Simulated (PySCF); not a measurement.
# AlH+: from the state search to spectroscopic constants

The task here is to estimate one member of a computed series from the others.

Method: Al def2-TZVPPD, H def2-TZVPPD, no relativity; program: PySCF 2.14.0.

Set-up of the first run:

The job is set up so:

```yaml
atoms: Al, H
charge: 1
basis: Al def2-TZVPPD, H def2-TZVPPD
Hamiltonian: no relativity
basis_functions: 65
electrons_treated: 13
masses_in_u: 26.9815, 1.0078
levels: PBE0, PBE, r²SCAN, M06-2X, revPBE, BHandHLYP, TPSS, M06-L, ωB97X-V, HF, MP2, SCS-MP2, CCSD, CCSD(T)
grid: 80 radial by 434 angular points
occupations: held fixed by the projection of orbital angular momentum
dissociation_limit: Al+ + H, each in its ground configuration
starting_distance_in_angstrom: 1.615
values_of_2S_to_try: 1, 3
```

The run is started by

```sh
$ OMP_NUM_THREADS=1 python dia.py task.json out
```

Steps of the session up to this table: Set-up; PBE0 along the bond; Higher solutions at PBE0; PBE (GGA); r²SCAN (meta-GGA); M06-2X; revPBE (GGA); BHandHLYP (global hybrid GGA); TPSS (meta-GGA); M06-L (meta-GGA); ωB97X-V; UHF; Adding correlation.

One of the session's tables, all rows but one given; the rest of the session is left out.

It belongs to the step «The curves together». Energy (eV) from each level's lowest point:

| R (Å) | UHF | UHF-MP2 | UHF-SCS-MP2 | UHF-CCSD | UHF-CCSD(T) |
| --- | --- | --- | --- | --- | --- |
| 1.396 | 0.300 | 0.293 | 0.292 | n/a | n/a |
| 1.461 | 0.117 | 0.113 | 0.113 | 0.144 | 0.146 |
| 1.526 | 0.025 | 0.022 | 0.022 | 0.040 | 0.041 |
| 1.574 | ? | ? | ? | ? | ? |
| 1.623 | 0.004 | 0.008 | 0.008 | 0.000 | 0.000 |
| 1.672 | 0.030 | 0.040 | 0.041 | 0.016 | 0.016 |
| 1.737 | 0.088 | 0.109 | 0.111 | 0.063 | 0.063 |
| 1.818 | 0.179 | 0.221 | 0.226 | 0.146 | 0.147 |
| 1.915 | 0.291 | 0.363 | 0.372 | 0.261 | 0.263 |
| 2.045 | 0.415 | 0.521 | 0.535 | n/a | n/a |

**Question.** Estimate the row for R (Å) = 1.574.

Worked estimate for «UHF». A straight line through the neighbours (1.526, 0.025) and (1.623, 0.004) gives 0.025 + (0.004 − 0.025) × (1.574 − 1.526) / (1.623 − 1.526) = 0.015; a parabola fitted to 4 rows on both sides gives -0.001.

The run gave: UHF: 0.000; UHF-MP2: 0.000; UHF-SCS-MP2: 0.000; UHF-CCSD: 0.006; UHF-CCSD(T): 0.006. In «UHF» the line misses by +0.015 and the parabola by -0.001.
